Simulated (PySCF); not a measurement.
An unknown is described by computed data only.

Elements present: H and O. Monoisotopic mass: 19.0178 u (electron mass counted); charge +1.

* 1H NMR: chemical shifts (computed TMS as zero) by class: 7.45 (3 H) ppm [GIAO PBE0/pcSseg-1]
* Valence photoelectron: vertical ionisation energy: 24.87 eV [ΔSCF CAM-B3LYP/def2-SVPD]
* UV, first state: lowest singlet excitation: 11.46 eV (108 nm, f = 0.041) [TDDFT CAM-B3LYP/def2-SVPD]
* NMR, other nuclei: isotropic shieldings of nuclei other than C and H, by class: 299 (1 O) ppm [GIAO PBE0/pcSseg-1]
* XPS: O1s 552.2 eV [ΔSCF SCAN, pcX-2 on the ionised atom, pcseg-1 elsewhere, spin-free X2C]
* Couplings: largest of the computed one-bond spin–spin couplings (means over like bonds): 17O–1H -123.3 (×3) Hz [B3LYP/pcJ-1]
* Triplet: lowest triplet excitation (Tamm–Dancoff): 10.67 eV [TDA CAM-B3LYP/def2-SVPD]
* Rotational structure: rotational constants A, B, C: 329.642, 329.498, 188.050 GHz [PBE0-D3(BJ)/def2-SVP]

Gas-phase values; electronic properties from PySCF, density fitting. Levels stand in brackets. Geometry: PBE0-D3(BJ)/def2-SVP; no solvent, vibrations or thermal averaging. NMR values are class means; diastereotopic atoms form classes of their own.

Q: Which formula fits the mass and the elements?

A: H3O (calculated 19.0178). No other formula that holds each of these elements comes within 0.0003 u with a fitting electron parity and a possible valence count.

Q: Give a SMILES that accounts for the data.

A: All hydrogens form one class (7.45 ppm): O–H hydrogen. The other shieldings belong to: 299 ppm, oxonium oxygen. The couplings run between: -123.3 Hz, oxonium oxygen and its hydrogen (with 2 like pairs). The core levels belong to: O1s 552.2 eV, oxonium oxygen. S1 is mainly HOMO→LUMO (weight 0.99); the largest Löwdin shares of the orbital it empties are 0.86 on the oxonium oxygen and 0.05 on each of 3 atoms of one kind (O–H hydrogen), of the orbital it fills 0.46 on the oxonium oxygen and 0.18 on each of 3 atoms of one kind (O–H hydrogen). The optimised geometry has point group C3v and is an oblate symmetric top (the spread among constants that symmetry makes equal is optimisation noise). Structure: `[OH3+]` (oxonium).
